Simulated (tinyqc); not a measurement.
Inside a calculation. Method: UHF in the sto-3g basis, for NH3+, spin multiplicity 2. One step of it, computed by the program tinyqc.

Problem. Iteration 1: diagonalisation and new density. Diagonalise F' = X^T F X, C = X C', fill 5 alpha and 4 beta electrons from the bottom; D(s) = C_occ C_occ^T. Each column has its largest component positive (the first on a tie).

F(alpha) (hartree), order 1N 1s, 1N 2s, 1N 2px, 1N 2py, 1N 2pz, 2H 1s, 3H 1s, 4H 1s:
```
[[-15.935484, -4.064038, 0.000002, 0.000000, 0.008704, -1.028502, -1.029571, -1.029571],
 [-4.064038, -2.459820, 0.000027, 0.000000, 0.053478, -1.127371, -1.128084, -1.128084],
 [0.000002, 0.000027, -0.935467, 0.000000, -0.000019, -0.636255, 0.318010, 0.318010],
 [0.000000, 0.000000, 0.000000, -0.935659, 0.000000, 0.000000, -0.551227, 0.551227],
 [0.008704, 0.053478, -0.000019, 0.000000, -0.956430, 0.216731, 0.216893, 0.216893],
 [-1.028502, -1.127371, -0.636255, 0.000000, 0.216731, -0.909136, -0.424646, -0.424646],
 [-1.029571, -1.128084, 0.318010, -0.551227, 0.216893, -0.424646, -0.909683, -0.424716],
 [-1.029571, -1.128084, 0.318010, 0.551227, 0.216893, -0.424646, -0.424716, -0.909683]]
```

F(beta) (hartree), order 1N 1s, 1N 2s, 1N 2px, 1N 2py, 1N 2pz, 2H 1s, 3H 1s, 4H 1s:
```
[[-15.911202, -4.034843, 0.000002, 0.000000, 0.003915, -1.019758, -1.020818, -1.020818],
 [-4.034843, -2.279871, 0.000015, 0.000000, 0.230841, -1.080091, -1.080766, -1.080766],
 [0.000002, 0.000015, -0.889029, 0.000000, -0.000064, -0.626342, 0.313054, 0.313054],
 [0.000000, 0.000000, 0.000000, -0.889222, 0.000000, 0.000000, -0.542635, 0.542635],
 [0.003915, 0.230841, -0.000064, 0.000000, -0.224111, 0.215448, 0.215609, 0.215609],
 [-1.019758, -1.080091, -0.626342, 0.000000, 0.215448, -0.887540, -0.408709, -0.408709],
 [-1.020818, -1.080766, 0.313054, -0.542635, 0.215609, -0.408709, -0.888057, -0.408769],
 [-1.020818, -1.080766, 0.313054, 0.542635, 0.215609, -0.408709, -0.408769, -0.888057]]
```

X, order 1N 1s, 1N 2s, 1N 2px, 1N 2py, 1N 2pz, 2H 1s, 3H 1s, 4H 1s:
```
[[-0.309125, 0.000000, -0.000409, 0.778592, 0.599157, -0.000049, 0.000000, 0.128691],
 [1.462460, 0.000000, 0.001328, -0.155223, 0.190801, -0.000034, 0.000000, 0.410187],
 [-0.001189, 0.000000, 1.036630, 0.000121, 0.000033, 0.647533, 0.000000, -0.000008],
 [0.000000, 1.037090, 0.000000, 0.000000, 0.000000, 0.000000, 0.647431, 0.000000],
 [-0.370301, 0.000000, -0.000269, -0.639206, 0.731200, 0.000033, 0.000000, -0.104347],
 [-0.666789, 0.000000, -1.029693, -0.115211, -0.088239, 0.434965, 0.000000, 0.298580],
 [-0.669031, -0.891426, 0.513821, -0.115219, -0.088265, -0.217364, 0.376612, 0.298678],
 [-0.669031, 0.891426, 0.513821, -0.115219, -0.088265, -0.217364, -0.376612, 0.298678]]
```

Give: F' = X^T F X; orbital energies; coefficients C; F' = X^T F X; orbital energies; coefficients C; D(alpha) after iteration 1; D(beta) after iteration 1.

Solution.

F' = X^T F X (alpha) (hartree):
```
[[0.0071, 0.0000, -0.0006, 0.9122, 0.6646, 0.0000, 0.0000, -0.1178],
 [0.0000, 0.2613, 0.0000, 0.0000, 0.0000, 0.0000, -0.0969, 0.0000],
 [-0.0006, 0.0000, 0.2607, 0.0017, 0.0013, -0.0969, 0.0000, 0.0001],
 [0.9122, 0.0000, 0.0017, -8.6672, -6.7692, 0.0008, 0.0000, -3.0254],
 [0.6646, 0.0000, 0.0013, -6.7692, -6.9128, 0.0007, 0.0000, -2.7322],
 [0.0000, 0.0000, -0.0969, 0.0008, 0.0007, -1.0672, 0.0000, 0.0004],
 [0.0000, -0.0969, 0.0000, 0.0000, 0.0000, 0.0000, -1.0674, 0.0000],
 [-0.1178, 0.0000, 0.0001, -3.0254, -2.7322, 0.0004, 0.0000, -2.6995]]
```

orbital energies (alpha) (hartree): [-15.9444, -1.5692, -1.0744, -1.0742, -0.9605, 0.2017, 0.2678, 0.2683]

coefficients C (alpha), order 1N 1s, 1N 2s, 1N 2px, 1N 2py, 1N 2pz, 2H 1s, 3H 1s, 4H 1s:
```
[[0.9929, -0.2309, 0.0000, 0.0000, -0.0492, -0.1887, -0.0007, 0.0000],
 [0.0341, 0.7939, 0.0000, 0.0001, 0.2419, 1.2952, 0.0049, 0.0000],
 [0.0000, 0.0000, 0.0000, 0.7209, -0.0001, 0.0034, -0.9870, 0.0000],
 [0.0000, 0.0000, 0.7208, 0.0000, 0.0000, 0.0000, 0.0000, 0.9875],
 [-0.0035, -0.0694, 0.0000, 0.0001, 0.9610, -0.4037, -0.0015, 0.0000],
 [-0.0072, 0.1364, 0.0000, 0.3593, -0.0627, -0.7343, 1.0552, 0.0000],
 [-0.0072, 0.1365, 0.3111, -0.1796, -0.0627, -0.7292, -0.5315, -0.9163],
 [-0.0072, 0.1365, -0.3111, -0.1796, -0.0627, -0.7292, -0.5315, 0.9163]]
```

F' = X^T F X (beta) (hartree):
```
[[0.0784, 0.0000, -0.0006, 0.9070, 0.6802, 0.0000, 0.0000, -0.0481],
 [0.0000, 0.2885, 0.0000, 0.0000, 0.0000, 0.0000, -0.0728, 0.0000],
 [-0.0006, 0.0000, 0.2879, 0.0017, 0.0014, -0.0728, 0.0000, 0.0002],
 [0.9070, 0.0000, 0.0017, -8.3141, -7.1495, 0.0008, 0.0000, -3.0321],
 [0.6802, 0.0000, 0.0014, -7.1495, -6.4598, 0.0006, 0.0000, -2.7125],
 [0.0000, 0.0000, -0.0728, 0.0008, 0.0006, -1.0377, 0.0000, 0.0004],
 [0.0000, -0.0728, 0.0000, 0.0000, 0.0000, 0.0000, -1.0379, 0.0000],
 [-0.0481, 0.0000, 0.0002, -3.0321, -2.7125, 0.0004, 0.0000, -2.6215]]
```

orbital energies (beta) (hartree): [-15.9188, -1.4610, -1.0419, -1.0417, -0.1895, 0.2522, 0.2919, 0.2925]

coefficients C (beta), order 1N 1s, 1N 2s, 1N 2px, 1N 2py, 1N 2pz, 2H 1s, 3H 1s, 4H 1s:
```
[[0.9936, -0.2177, 0.0000, 0.0000, -0.0899, -0.1862, -0.0011, 0.0000],
 [0.0313, 0.7267, 0.0000, 0.0001, 0.4520, 1.2783, 0.0078, 0.0000],
 [0.0000, 0.0000, 0.0000, 0.7032, 0.0000, 0.0058, -0.9997, 0.0000],
 [0.0000, 0.0000, 0.7031, 0.0000, 0.0000, 0.0000, 0.0000, 1.0002],
 [-0.0031, -0.1423, 0.0000, 0.0000, 0.9015, -0.5082, -0.0030, 0.0000],
 [-0.0066, 0.1650, 0.0000, 0.3781, -0.1278, -0.7222, 1.0470, 0.0000],
 [-0.0066, 0.1651, 0.3274, -0.1889, -0.1277, -0.7135, -0.5298, -0.9107],
 [-0.0066, 0.1651, -0.3274, -0.1889, -0.1277, -0.7135, -0.5298, 0.9107]]
```

D(alpha) after iteration 1, order 1N 1s, 1N 2s, 1N 2px, 1N 2py, 1N 2pz, 2H 1s, 3H 1s, 4H 1s:
```
[[1.0417, -0.1614, 0.0000, 0.0000, -0.0347, -0.0355, -0.0355, -0.0355],
 [-0.1614, 0.6900, 0.0000, 0.0000, 0.1773, 0.0929, 0.0929, 0.0929],
 [0.0000, 0.0000, 0.5197, 0.0000, 0.0000, 0.2590, -0.1294, -0.1294],
 [0.0000, 0.0000, 0.0000, 0.5196, 0.0000, 0.0000, 0.2242, -0.2242],
 [-0.0347, 0.1773, 0.0000, 0.0000, 0.9283, -0.0696, -0.0697, -0.0697],
 [-0.0355, 0.0929, 0.2590, 0.0000, -0.0696, 0.1516, -0.0419, -0.0419],
 [-0.0355, 0.0929, -0.1294, 0.2242, -0.0697, -0.0419, 0.1516, -0.0419],
 [-0.0355, 0.0929, -0.1294, -0.2242, -0.0697, -0.0419, -0.0419, 0.1516]]
```

D(beta) after iteration 1, order 1N 1s, 1N 2s, 1N 2px, 1N 2py, 1N 2pz, 2H 1s, 3H 1s, 4H 1s:
```
[[1.0345, -0.1271, 0.0000, 0.0000, 0.0279, -0.0425, -0.0425, -0.0425],
 [-0.1271, 0.5291, 0.0000, 0.0000, -0.1035, 0.1197, 0.1198, 0.1198],
 [0.0000, 0.0000, 0.4945, 0.0000, 0.0000, 0.2659, -0.1329, -0.1329],
 [0.0000, 0.0000, 0.0000, 0.4944, 0.0000, 0.0000, 0.2302, -0.2302],
 [0.0279, -0.1035, 0.0000, 0.0000, 0.0203, -0.0234, -0.0235, -0.0235],
 [-0.0425, 0.1197, 0.2659, 0.0000, -0.0234, 0.1702, -0.0441, -0.0441],
 [-0.0425, 0.1198, -0.1329, 0.2302, -0.0235, -0.0441, 0.1702, -0.0442],
 [-0.0425, 0.1198, -0.1329, -0.2302, -0.0235, -0.0441, -0.0442, 0.1702]]
```
